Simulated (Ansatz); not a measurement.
Molecule: SiF$_{3}$, charge 0, multiplicity 2. It need not be the lowest isomer of its formula. SMILES: F[Si](F)F
Coordinates optimised at B3LYP-D3(BJ)/def2-TZVP (Ansatz, a program for electronic structure):
```xyz
4

Si     0.2161     0.2098     0.2226
F     -0.7209    -0.7467     1.0769
F     -0.7144     1.1195    -0.6880
F      1.0991    -0.6990    -0.7351
```
Charge 0, spin multiplicity 2.

Parts of the frozen-core correlation energy in cc-pwCVTZ (Ansatz, hartree). Frozen orbitals: 8; correlated occupied orbitals by spin: 13 and 12; virtual: 167 and 168. Open shells are spin-unrestricted. Spin-orbit coupling is left out. Non-relativistic.

```json
[
 {"term": "reference (HF)", "value": "-587.55185"},
 {"term": "MP2 opposite-spin", "value": "-0.63631"},
 {"term": "MP2 same-spin", "value": "…"},
 {"term": "CCSD correlation", "value": "…"},
 {"term": "(T)", "value": "…"},
 {"term": "T1 diagnostic", "value": "0.013"},
 {"term": "largest doubles amplitude", "value": "0.012"},
 {"term": "<S^2> of the reference", "value": "0.752"}
]
```

Q: What belongs in the gaps?

A: 
- MP2 same-spin, value: -0.23058
- CCSD correlation, value: -0.86418
- (T), value: -0.02617
